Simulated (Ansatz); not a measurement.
Job for Ansatz (a first-principles code): R-HF/def2-TZVPP on dimethyl sulfide (SMILES CSC).

Ansatz 0.2 input:
```yaml
crystal:
  periodic: [false, false, false]
  atoms:
    - {symbol: C, position_ang: [1.28238142, 0.18235486, 0.70048846]}
    - {symbol: S, position_ang: [0.01872578, 0.29021405, -0.59256043]}
    - {symbol: C, position_ang: [-1.31144734, -0.63282156, 0.21927659]}
    - {symbol: H, position_ang: [1.55169880, -0.85544535, 0.89984886]}
    - {symbol: H, position_ang: [2.16186231, 0.71080643, 0.33527782]}
    - {symbol: H, position_ang: [0.94241709, 0.65726204, 1.62146247]}
    - {symbol: H, position_ang: [-1.00709263, -1.65961041, 0.42513718]}
    - {symbol: H, position_ang: [-2.15772812, -0.64673434, -0.46610052]}
    - {symbol: H, position_ang: [-1.61637434, -0.14690301, 1.14675079]}
basis:
  gaussian:
    orbitals: def2-TZVPP
hamiltonian:
  xc: {name: HF}
accuracy: high
relax: {f_tol: 0.0005, max_steps: 60}
scf: {lower_state_search: off}
output: {forces: true}
```

It printed:

```
WARN ansatz: RAYON_NUM_THREADS=4 ignored (pool sized by the plan → 4); use --threads N
Functional definition: HF
these checks for a lower state are left out or cut short: stability, starts, cluster_reference, orbital_swaps, neighbouring_geometries, increment
integrals: 0.66 GiB planned
3599 factors; integrals over basis functions are off by at most 2.3e-9 eV
mean field: 1.10 GiB planned
mean field evaluation 1: about -12972.3036 eV, gradient 2.4e1 eV
mean field evaluation 2: about -12972.6495 eV, gradient 2.4e1 eV
mean field evaluation 4: about -12974.3304 eV, gradient 2.9e0 eV
mean field evaluation 8: about -12974.3629 eV, gradient 1.4e-1 eV
mean field evaluation 16: about -12974.3631 eV, gradient 9.3e-8 eV
mean field -12974.36305548 eV, -476.7990479497 hartree, gradient 9.3e-8 eV, S^2 0.000000; 0 other end points of the search recorded, 0 dependent functions left out
the calculation of the forces begins
reference -12974.36305548 eV, -476.7990479497 hartree; 17, 17 occupied and 171, 171 virtual orbitals, 3599 factors
relax step   1: F+E_penalty+E_count = -12974.36305548 eV  Δ(F+E_penalty+E_count) = +0.000e0 eV  max|allowed force component| = 3.836e-1 eV/Å  Δτ_max = 0.0000 Å  (39 SCF iters, accepted)
these checks for a lower state are left out or cut short: stability, starts, cluster_reference, orbital_swaps, neighbouring_geometries, increment
integrals: 0.66 GiB planned
3599 factors; integrals over basis functions are off by at most 2.3e-9 eV
mean field: 1.10 GiB planned
mean field -12974.37349912 eV, -476.7994317465 hartree, gradient 3.9e-8 eV, S^2 0.000000; 0 other end points of the search recorded, 0 dependent functions left out
the calculation of the forces begins
reference -12974.37349912 eV, -476.7994317465 hartree; 17, 17 occupied and 171, 171 virtual orbitals, 3599 factors
relax step   2: F+E_penalty+E_count = -12974.37349912 eV  Δ(F+E_penalty+E_count) = -1.044e-2 eV  max|allowed force component| = 8.382e-2 eV/Å  Δτ_max = 0.0221 Å  (45 SCF iters, accepted)
these checks for a lower state are left out or cut short: stability, starts, cluster_reference, orbital_swaps, neighbouring_geometries, increment
integrals: 0.66 GiB planned
3599 factors; integrals over basis functions are off by at most 2.4e-9 eV
mean field: 1.10 GiB planned
mean field evaluation 32: about -12973.9733 eV, gradient 2.0e0 eV
mean field -12974.37514367 eV, -476.7994921827 hartree, gradient 3.9e-8 eV, S^2 0.000000; 0 other end points of the search recorded, 0 dependent functions left out
the calculation of the forces begins
reference -12974.37514367 eV, -476.7994921827 hartree; 17, 17 occupied and 171, 171 virtual orbitals, 3599 factors
relax step   3: F+E_penalty+E_count = -12974.37514367 eV  Δ(F+E_penalty+E_count) = -1.645e-3 eV  max|allowed force component| = 4.098e-2 eV/Å  Δτ_max = 0.0117 Å  (46 SCF iters, accepted)
these checks for a lower state are left out or cut short: stability, starts, cluster_reference, orbital_swaps, neighbouring_geometries, increment
integrals: 0.66 GiB planned
3599 factors; integrals over basis functions are off by at most 2.3e-9 eV
mean field: 1.10 GiB planned
mean field -12974.37522156 eV, -476.7994950450 hartree, gradient 3.9e-8 eV, S^2 0.000000; 0 other end points of the search recorded, 0 dependent functions left out
the calculation of the forces begins
reference -12974.37522156 eV, -476.7994950450 hartree; 17, 17 occupied and 171, 171 virtual orbitals, 3599 factors
relax step   4: F+E_penalty+E_count = -12974.37522156 eV  Δ(F+E_penalty+E_count) = -7.789e-5 eV  max|allowed force component| = 1.682e-2 eV/Å  Δτ_max = 0.0014 Å  (45 SCF iters, accepted)
these checks for a lower state are left out or cut short: stability, starts, cluster_reference, orbital_swaps, neighbouring_geometries, increment
integrals: 0.66 GiB planned
3599 factors; integrals over basis functions are off by at most 2.3e-9 eV
mean field: 1.10 GiB planned
mean field evaluation 64: about -12974.3752 eV, gradient 4.7e-2 eV
mean field -12974.37523407 eV, -476.7994955047 hartree, gradient 3.9e-8 eV, S^2 0.000000; 0 other end points of the search recorded, 0 dependent functions left out
the calculation of the forces begins
reference -12974.37523407 eV, -476.7994955047 hartree; 17, 17 occupied and 171, 171 virtual orbitals, 3599 factors
relax step   5: F+E_penalty+E_count = -12974.37523407 eV  Δ(F+E_penalty+E_count) = -1.251e-5 eV  max|allowed force component| = 3.984e-3 eV/Å  Δτ_max = 0.0005 Å  (45 SCF iters, accepted)
these checks for a lower state are left out or cut short: stability, starts, cluster_reference, orbital_swaps, neighbouring_geometries, increment
integrals: 0.66 GiB planned
3599 factors; integrals over basis functions are off by at most 2.3e-9 eV
mean field: 1.10 GiB planned
mean field -12974.37523465 eV, -476.7994955261 hartree, gradient 3.9e-8 eV, S^2 0.000000; 0 other end points of the search recorded, 0 dependent functions left out
the calculation of the forces begins
reference -12974.37523465 eV, -476.7994955261 hartree; 17, 17 occupied and 171, 171 virtual orbitals, 3599 factors
relax step   6: F+E_penalty+E_count = -12974.37523465 eV  Δ(F+E_penalty+E_count) = -5.816e-7 eV  max|allowed force component| = 4.031e-3 eV/Å  Δτ_max = 0.0006 Å  (45 SCF iters, accepted)
these checks for a lower state are left out or cut short: stability, starts, cluster_reference, orbital_swaps, neighbouring_geometries, increment
integrals: 0.66 GiB planned
3599 factors; integrals over basis functions are off by at most 2.3e-9 eV
mean field: 1.10 GiB planned
mean field evaluation 96: about -12974.3752 eV, gradient 3.5e-5 eV
mean field -12974.37523545 eV, -476.7994955556 hartree, gradient 3.9e-8 eV, S^2 0.000000; 0 other end points of the search recorded, 0 dependent functions left out
the calculation of the forces begins
reference -12974.37523545 eV, -476.7994955556 hartree; 17, 17 occupied and 171, 171 virtual orbitals, 3599 factors
relax step   7: F+E_penalty+E_count = -12974.37523545 eV  Δ(F+E_penalty+E_count) = -8.016e-7 eV  max|allowed force component| = 4.626e-4 eV/Å  Δτ_max = 0.0003 Å  (45 SCF iters, accepted)
Total energy: -12974.37523545 eV, -476.7994955556 hartree
Atom 0 at     1.285386     0.182991     0.701692 Å, force     0.000150     0.000257    -0.000412 eV/Å
Atom 1 at     0.018155     0.281360    -0.574483 Å, force     0.000000     0.000001    -0.000001 eV/Å
Atom 2 at    -1.314493    -0.634087     0.219358 Å, force    -0.000122     0.000172    -0.000463 eV/Å
Atom 3 at     1.558245    -0.844323     0.900680 Å, force    -0.000026    -0.000020     0.000153 eV/Å
Atom 4 at     2.153884     0.709215     0.331878 Å, force    -0.000161    -0.000135     0.000146 eV/Å
Atom 5 at     0.954112     0.655602     1.616197 Å, force     0.000011    -0.000111     0.000109 eV/Å
Atom 6 at    -1.018542    -1.654144     0.422630 Å, force    -0.000019    -0.000018     0.000154 eV/Å
Atom 7 at    -2.149629    -0.643273    -0.466518 Å, force     0.000150    -0.000037     0.000204 eV/Å
Atom 8 at    -1.622675    -0.154218     1.138147 Å, force     0.000018    -0.000109     0.000111 eV/Å
Dipole moment:    -0.010103    -0.156575     0.319696 e Å
Checks for a lower state left out: stability, starts, cluster_reference, orbital_swaps, neighbouring_geometries, increment
```

The run converged.

Cost: around 2.8 core-minutes (rough).
